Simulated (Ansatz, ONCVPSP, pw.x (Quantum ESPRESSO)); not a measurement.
## Fe (bcc): variants of one ONCV potential in the solid

```
Element                 : iron (Fe)
Generator               : ONCVPSP 4.0.1
Type                    : optimised norm-conserving Vanderbilt (ONCV)
Functional              : PBE
Relativity              : scalar-relativistic
Frozen core             : [Ne]
Valence charge          : 16
Reference configuration : 3s2 3p6 3d6 4s2
Partial waves           : 3s+4s: rc 1.60 bohr, ncon 3, nbas 7, qcut 6.5 1/bohr, 2 projectors; 3p: rc 0.95 bohr, ncon 4, nbas 9, qcut 9 1/bohr, 2 projectors, debl 3.1 Ha; 3d: rc 1.85 bohr, ncon 5, nbas 10, qcut 8.7 1/bohr, 1 projector
Local potential         : polynomial inside 0.75 bohr (lpopt 1, dvloc0 3 Ha)
Core correction         : Teter function, fcfact 4.5, rcfact 1.1
```

Crystal test: bcc Fe in pw.x 7.5, no spin, 17³ k-points, Fermi–Dirac smearing 0.01 Ry, cutoffs set for each file from its atomic test. The reference is all-electron LAPW (Ansatz 0.2.0) with the same functional, mesh and smearing; V0 and B0 come from Birch–Murnaghan fits to the pressures at five volumes. Errors are pseudo minus all-electron; Δ is the rms difference of the E(V) curves that follow from these fits, minima aligned, over ±6 % about the mean V0. Mesh and smearing are coarse, so the numbers serve the comparison and aren't converged zero-temperature values; the lattice is a test structure that the element need not adopt. Spin polarisation and strong correlation are left out, which matters for this element.

All-electron: a0 = 2.765 Å (V0 = 10.56 Å³/atom), B0 = 260.5 GPa.

Base: The free energy does not fall steadily as the cutoff rises, most likely since the density grid, which shrinks with it, is too coarse for the model core; the lower cutoffs are not converged.

1 further variants are left out: they gave no file fit for a test, a broken result, the same result as the base, or pressures whose basis-set error rivals the error shown.

```
    change  cutoffs (Ry)       pw.x  a0 (Å)  a0 error (%)  B0 error (%)  Δ (meV/atom)  mean pressure error (GPa)
      base       150/600  converged   2.772         +0.26          -0.5           4.7                      +2.11
d: rc 1.76       150/600  converged   2.770         +0.21          -0.6           3.9                      +1.72
d: rc 1.96       150/600  converged   2.773         +0.32          -0.7           5.7                      +2.54
d: rc 2.32       150/600  converged   2.779         +0.53          -1.8           9.6                      +4.30
```

(1) Give the row for: d: rc 2.54.

Answers

(1) pw.x: converged; mean pressure error (GPa): +5.25; a0 (Å): 2.783; a0 error (%): +0.66; B0 error (%): -3.0; Δ (meV/atom): 11.7.
